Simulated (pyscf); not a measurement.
Homolytic dissociation enthalpies at 298 K of Ge–O, O–Si, O–Sn bonds in 8 gas-phase molecules, in kJ/mol. Single points on ωB97X-D3(BJ)/def2-SVP structures (PySCF, gas phase). MP2 and CC: frozen core, UHF for open shells. ΔMP2 is the change of the MP2 total energy from the triple- to the quadruple-zeta basis. Both columns use the same structures and thermal terms. Rows were drawn at random from the closed-shell molecules with such a bond whose radicals are computed, keep their shape and have no isomer in the data more than 5 kcal/mol lower.

```tsv
row	molecule	radicals	B3LYP-D3(BJ)/def2-TZVP	CCSD(T)/def2-TZVPP + ΔMP2(QZVPP)
1	H₃C–SiH₂–OH	H₃C–SiH₂• + OH•	507.1	?
2	HO–Si(OH)(OH)–F	OH• + HO–Si•(OH)–F	554.6	580.8
3	HO–Sn(F)(F)–F	OH• + F–Sn•(F)–F	331.4	373.6
4	HO–SiH₂–I	OH• + •H₂Si–I	498.3	518.7
5	HO–SnH₃	OH• + SnH₃•	362.3	384.5
6	HO–GeH₂–F	OH• + F–GeH₂•	428.3	457.3
7	HO–SnH(OH)–OH	OH• + HO–SnH•–OH	361.4	396.7
8	HO–Si(F)(F)–F	OH• + F–Si•(F)–F	558.7	586.2
```

Question: Fit a line that carries the B3LYP-D3(BJ) values to the last column and predict row 1.

Answer: In the 7 complete rows the last column lies 20.4 to 42.2 kJ/mol from B3LYP-D3(BJ) (mean 29.0, median 27.5). Least squares gives y = 46.7 + 0.96·x with residuals of 5.9 kJ/mol (root mean square). For row 1: 46.7 + 0.96 × 507.1 = 533.5 kJ/mol. The computed value is 525.9 kJ/mol, 7.6 under the line. The CCSD(T) − MP2 part came from Ansatz, without density fitting, on the same reference. The frozen core leaves the outer d or s,p core shells of the metals and heavy elements correlated in the MP2 and CC values, and def2-TZVPP describes them poorly, which can shift differences by a few kcal/mol. Left out: the spin-orbit lowering of OH. Elements up to Kr have no core potential and no relativistic terms here. Elements past Kr carry the def2 core potentials, without spin-orbit coupling.
